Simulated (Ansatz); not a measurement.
# Two structures, one formula

Two relaxed structures of CH4Si2, singlet (PBE0-D4/def2-TZVP; forces vanish, vibrations not checked).

A:

C1  (-0.099, -0.723, 0.348)
Si2  (-1.113, 0.053, 1.495)
Si3  (1.038, 0.453, -0.501)
H4  (-0.157, -1.796, 0.180)
H5  (-2.134, -0.607, 2.347)
H6  (-1.023, 1.511, 1.713)
H7  (1.736, -0.582, -1.387)
(Å)

B:

C1  (-0.470, 0.106, 0.864)
Si2  (-0.587, -1.220, -0.211)
Si3  (0.660, 0.566, -0.531)
H4  (-1.329, -2.510, -0.239)
H5  (0.306, 1.649, -1.490)
H6  (-0.786, 0.549, 1.799)
H7  (2.140, 0.571, -0.361)
(Å)

Ansatz 0.2.0; basis: def2-TZVPP; cores frozen in the correlated methods. B3LYP uses VWN-RPA correlation.

Question: Which structure is lower at CCSD(T), and by how much? (Judge from chemistry; the value comes from the calculation.)

Answer: The calculation gives: B, by 19.8 kJ/mol (electronic energy, against the other). By their contacts, A is CH₄Si₂ ([SiH][CH][SiH2]) and B is CH₄Si₂ ([CH]1[SiH][SiH2]1).

Question: Do the other methods give the same order? (Judge from chemistry; the calculation decides.)

Answer: By the calculation: Not all: HF gives the other order.

| method | E(B) − E(A) (kJ/mol) |
| --- | --- |
| PBE-D4 | -31.2 |
| r2SCAN-D4 | -39.2 |
| PBE0-D4 | -31.7 |
| B3LYP-D4 | -8.0 |
| wB97M-V | -12.4 |
| HF | 6.3 |
| MP2 | -29.5 |
| CCSD | -14.0 |
| CCSD(T) | -19.8 |

The T1 diagnostic stays at or below 0.016. The restricted Hartree–Fock reference is unstable towards an unrestricted one at one or more of these structures.

Labels in which every atom is bracketed show which atoms are joined, not bond orders.

For scale, one of the runs: CCSD(T)/def2-TZVPP, 171 basis functions, launched by `ansatz run in.yaml --threads 2 --pin off --events-out ev --progress --plain --max-ram 4352MiB`. Time: 19 s of wall clock on 2 CPU threads of an Arm Neoverse V2; the host was shared. Peak host memory: 1.3 GiB.
